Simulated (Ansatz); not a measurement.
Q: Name a neutral molecule of C, O and H with LUMO energy (ωB97M-V/def2-TZVPP) between 2.35 and 2.65 eV and size of the dipole moment (PBE/def2-TZVPP) between 1.25 and 1.55 D (Ansatz, PBE0-D4/def2-TZVP geometry).

A: `CCC(C)CO` (2.44 eV, 1.46 D); `C1=CCOC1` (2.45 eV, 1.47 D); `OC1CCC1` (2.52 eV, 1.39 D); `C1=COCCC1` (2.57 eV, 1.27 D); `CCCCCO` (2.43 eV, 1.46 D); `CC(C)CCO` (2.35 eV, 1.40 D). Other molecules can fit too; these were computed, each in one conformer that needn't be the lowest.
